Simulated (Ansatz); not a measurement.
We consider rock-salt DyN, described by rVV10 in Ansatz (plane waves, PAW).

Numerical settings: plane-wave cutoff 520 eV, 12×12×12 k mesh, Fermi–Dirac smearing 0.01 eV, spin-polarised with parallel moments, scalar-relativistic PAW data made under PBE.

Cell (relaxed at this level):

```
DyN
1.0
    0.00000     2.46183     2.46183
    2.46183     0.00000     2.46183
    2.46183     2.46183     0.00000
Dy N
1 1
Cartesian
  0.00000   0.00000   0.00000
  2.46183   2.46183   2.46183
```
Starting moments (μB, in the order of the record's atoms Dy N): 5.0 0.0.

**Question.** Predict the bulk modulus and pressure derivative B′ of the bulk modulus.

**Answer.** 
- bulk modulus = 148 GPa
- pressure derivative B′ of the bulk modulus = 4.1

The run finds no gap.

Note: the magnetic order was assumed, not searched for or taken from measurement; the 4f shell is treated without U or exact exchange, so its levels and filling can be wrong.

Spin–orbit coupling is not included; it can open a gap where bands touch, and shift volumes and moduli.

The computed numbers hold no vibrational or temperature effects.

The result took around 2.9 core-hours (rough).

Ansatz is an electronic-structure program.
